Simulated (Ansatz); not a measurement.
## Which isomer of H5MgPSi gives these data?

These gas-phase data were calculated for one isomer of H5MgPSi at B3LYP-D3(BJ)/6-311G** (harmonic, unscaled wavenumbers; equilibrium rotational constants with average atomic masses):

| Property | Result |
| --- | --- |
| rotational constants | 8.085, 2.728, 2.123 GHz |
| all wavenumbers above 1500 cm⁻¹ | 2334, 2225, 2218, 2177, 1629 |

Candidates:

(1) `[MgH][SiH2]P`, a singlet
(2) `[MgH][PH][SiH3]`, a singlet

**Question.** Which structure fits?

**Answer.** Candidate (2). 1 mode lies between 2250 and 2520 cm⁻¹, one for each P–H bond, while (1) has 2.

The same quantities for all candidates:

```tsv
	rotational constants (GHz)	wavenumbers above 1500 cm⁻¹	E above the lowest, B3LYP-D3(BJ)/6-311G** (kcal/mol)
(1)	10.15, 2.034, 1.749	2381, 2373, 2174, 2162, 1616	11.8
(2)	8.085, 2.728, 2.123	2334, 2225, 2218, 2177, 1629	0.0
```

Each candidate is one conformer. Programs: Ansatz 0.2.0.
